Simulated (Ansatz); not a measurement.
The first iterations of a band of CH5B (7 atoms, charge 0, multiplicity 1).

All numbers below come from Ansatz 0.2.0, RKS B3LYP-D4/def2-SVP.

```json
{"movable images": "7", "climbing image": "yes", "spring": "5.0 eV/Å²", "optimiser": "quadratic models (default)", "start path": "through a guess of the saddle point", "force threshold": "0.05 eV/Å", "iteration limit": "60", "end points": "relaxed"}
```

Initial state:

```xyz
7
Properties=species:S:1:pos:R:3
B 0.255 0.008 0.354
H -0.033 -0.140 1.521
C 1.750 0.065 -0.080
H 2.079 -0.998 -0.065
H 1.943 0.445 -1.094
H 2.403 0.573 0.649
H -0.647 0.048 -0.450
```

Final state:

```xyz
7
Properties=species:S:1:pos:R:3
B -1.134 0.045 0.458
H 1.095 0.240 0.879
C 1.957 0.062 0.208
H 1.993 -0.997 -0.081
H 1.867 0.689 -0.691
H 2.872 0.330 0.755
H -0.898 -0.368 -0.693
```

| iteration | highest image above the first end (eV) | largest band force component (eV/Å) |
| --- | --- | --- |
| 1 | 6.208 | 10.123 |
| 2 | 4.526 | 3.760 |
| 3 | 4.390 | 3.060 |
| 4 | 4.256 | 1.449 |
| 5 | 4.217 | 0.813 |

Task: Does the band converge within its limit, and where does its top end?

Result: The run converged. It ended after 17 iterations with the highest image 4.201 eV above the first end. Neighbouring images differ by up to 2.2 eV, so the band resolves the path poorly. A vibrational analysis at the climbing image gives one clearly imaginary mode, 975i cm⁻¹: a first-order saddle point. The orbitals stay closed-shell, which can raise the energy where a bond breaks towards radicals; this wasn't checked here.

The run took 100 s on 1 thread of Arm Neoverse V2, on a shared host, peak memory 0.097 GiB.
